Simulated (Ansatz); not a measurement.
Basis-set extrapolation for `COC(C)S` (PBE0-D4/def2-TZVP geometry, frozen core, Ansatz 0.2.0). Multiplicity 1, RHF reference.

|  | def2-TZVPP | def2-QZVPP |
| --- | --- | --- |
| HF | -590.728207 | -590.748739 |
| MP2 correlation | -0.943801 | -1.012093 |
| CCSD(T) correlation | -1.035696 | not run |

Energies in hartree. Use E(X) = E(∞) + A·exp(−7.88·√X) for Hartree–Fock and E(X) = E(∞) + B·X^(−2.97) for correlation, with X = 3 and 4, and add CCSD(T) minus MP2 of the smaller set to the MP2 limit.

Problem. What is the CCSD(T) energy at the basis-set limit?

Solution. HF limit: -590.748739 + (-0.020532) × 0.13774 = -590.75157. MP2 limit: -1.012093 + (-0.068292) × 0.74074 = -1.06268. Higher-order term: -1.035696 − (-0.943801) = -0.09189. Total: -591.90614 hartree, 373.4 kJ/mol below CCSD(T)/def2-TZVPP.
